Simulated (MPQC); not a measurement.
**C2H3F3 (1,1,1-trifluoroethane): HF/3-21G(d) (Cartesian functions)**

Aim: the energy change on altering one bond length of C2H3F3 (1,1,1-trifluoroethane) at HF/3-21G* (Cartesian functions), from 2 runs. 

The results are computed with MPQC 2.3.1.

2 further runs of the same task are left out: 2 set aside as unsound or not needed.

### Step 1. The structure to begin with

C2H3F3: 8 atoms, total charge 0, spin state singlet. SMILES: `CC(F)(F)F`. The shape is that of a PBE0-D4/def2-TZVP optimisation.

Bond lengths: C1–C2 1.497 Å, C2–F3 1.341 Å, C2–F4 1.341 Å, C2–F5 1.341 Å, C1–H6 1.089 Å, C1–H7 1.089 Å, C1–H8 1.089 Å. Some angles: C1–C2–F3 111.8°, C1–C2–F4 111.8°, C1–C2–F5 111.8°, F3–C2–F4 107.1°, F3–C2–F5 107.1°, F4–C2–F5 107.1°, C2–C1–H6 109.3°, C2–C1–H7 109.3°, C2–C1–H8 109.3°, H6–C1–H7 109.7°.

### Step 2. A single-point energy at HF/3-21G(d) (Cartesian functions)

The input, job.in:

```
% job: C2H3F3
memory: 1000000000
method: RHF
basis: 3-21G*
charge: 0
multiplicity: 1
symmetry: c1
checkpoint: no
molecule: (bohr)
  C     -1.16293746    -0.26739625     0.89100587
  C      1.05371129     0.20768090    -0.80067696
  F      3.19892838    -0.72187538     0.17744528
  F      0.74681976    -0.86587251    -3.07590721
  F      1.42523144     2.68397801    -1.19033849
  H     -0.83450306     0.63457003     2.71156802
  H     -1.39461788    -2.29526135     1.15500061
  H     -2.85839974     0.51608420     0.02645617
```

Run with:

```bash
$ mpqc job.in > job.out
```

The log of the run, shortened:

```text
MPQC: Massively Parallel Quantum Chemistry
[...]
  LUMO is    22   A =   0.274433
  total scf energy = -373.7891651744
Value of the MolecularEnergy: -373.7891651744
[...]
      symmetry = c1
[...]
```

Run time: 0.5 s. Hardware: 1 thread of AMD EPYC 9R45 (Zen 5), shared host.

### Step 3. The distorted shape, same level

The input, input.in:

```
% C2H3F3
method: HF
symmetry: c1
basis: 3-21G*
molecule: (bohr)
  C     -1.18609983    -0.47012607     0.91739778
  C      1.03054891     0.00495108    -0.77428504
  F      3.17576601    -0.92460520     0.20383720
  F      0.72365739    -1.06860233    -3.04951530
  F      1.40206907     2.48124820    -1.16394657
  H     -0.85766543     0.43184021     2.73795993
  H     -1.39461788    -2.29526135     1.15500061
  H     -2.88156211     0.31335439     0.05284808
memory: 1000000000
optimize: no
checkpoint: no
```

Run with:

```bash
$ mpqc input.in > input.out
```

The log of the run, shortened:

```text
MPQC: Massively Parallel Quantum Chemistry
[...]
  LUMO is    22   A =   0.277425
  total scf energy = -373.7810481237
Value of the MolecularEnergy: -373.7810481237
[...]
      symmetry = c1
[...]
```

Wall time 0.48 s (1 thread of AMD EPYC 9R45 (Zen 5), shared host).

### Step 4. Summary of results

Level: HF/3-21G* (Cartesian functions).

| quantity | value |
| --- | --- |
| first shape: total energy | -373.78917 Eh |
| first shape: HOMO energy | -15.11 eV |
| first shape: LUMO energy | 7.47 eV |
| first shape: HOMO–LUMO gap | 22.57 eV |
| distorted shape: total energy | -373.78105 Eh |
| distorted shape: HOMO energy | -15.11 eV |
| distorted shape: LUMO energy | 7.55 eV |
| distorted shape: HOMO–LUMO gap | 22.66 eV |
| energy change with the C1–H7 bond shortened from 1.089 to 0.980 Å | 0.221 eV |

In words: With the C1–H7 bond shortened from 1.089 to 0.980 Å the energy rises by 0.22 eV (21.3 kJ/mol). The first shape isn't relaxed at this level, so the change isn't measured from a minimum.
